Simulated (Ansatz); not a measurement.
# BH2Cl+ (doublet): the correlation ladder, cc-pVTZ

An exercise on one series of results from a longer session: the logs are not shown, and one member is left open.

Computed with Ansatz 0.2.0, Gaussian basis. Level: cc-pVTZ, core rule «outside noble gas», up to 6 orbitals frozen.

To be run: UHF; CCSD(T) on ROHF; CCSD(T) on UHF; BCCD(T) on ROHF; CCSDT(Q) on ROHF; CCSDT(Q) on UHF.

7 further runs of the same task are left out: 4 for a known fault of the program, 3 set aside as unsound or not needed.

### The geometry

The geometry is a PBE0/def2-TZVP stationary point (not a proven minimum) of the parent state, kept for this charge and spin.

4 atoms, charge 1, spin multiplicity 2.

Atoms are counted from 1 here; the program's logs count them from 0.

Bond lengths: B1–Cl2 1.733 Å, B1–H3 1.190 Å, B1–H4 1.190 Å. Angles: Cl2–B1–H3 118.1°, Cl2–B1–H4 118.1°, H3–B1–H4 123.8°.

The first run:

in.yaml reads:

```yaml
crystal:
  periodic: [false, false, false]
  atoms:
    - {symbol: B, position_ang: [0.000000, 0.000000, 1.249289]}
    - {symbol: Cl, position_ang: [0.000000, 0.000000, -0.483890]}
    - {symbol: H, position_ang: [0.000000, 1.049651, 1.810265]}
    - {symbol: H, position_ang: [0.000000, -1.049651, 1.810265]}
basis:
  gaussian: {orbitals: cc-pVTZ}
total_charge: 1
magnetization: {spin_polarized: true, initial_magnetization: 1}
hamiltonian: {xc: hf}
output: {orbitals: {seedname: orbitals}}
```

Run with:

```sh
> ansatz run in.yaml --threads 1 --pin off --events-out ev --progress --plain --max-ram 4096MiB --backend cpu
```

Among the steps run: UHF; CCSD(T) on ROHF; CCSD(T) on UHF; BCCD(T) on ROHF; CCSDT(Q) on ROHF; CCSDT(Q) on UHF.

One of the session's tables, all rows but one given; the rest of the session is left out.

| method | from UCCSDT(Q) (meV) |
| --- | --- |
| ROHF | +8578.2 |
| UHF | +8402.2 |
| RMP2 | +1441.2 |
| UMP2 | +1458.8 |
| RCCSD | +388.4 |
| UCCSD | +383.8 |
| RCCSD(T) | +64.2 |
| UCCSD(T) | ? |
| BCCD(T) | +54.9 |
| RCCSDT | +18.3 |
| UCCSDT | +17.5 |
| RCCSDT(Q) | +2.7 |
| UCCSDT(Q) | 0 |

**Question.** Estimate the row for UCCSD(T).

The run gave: from UCCSDT(Q) (meV): +64.7. In the column «from UCCSDT(Q) (meV)» it lies between RCCSD(T) (+64.2) and UCCSD (+383.8).

Limits of these values: Restricted and unrestricted rows rest on different reference determinants; where their highest levels disagree by more than a few hundredths of an eV, they describe different states and don't form one ladder.
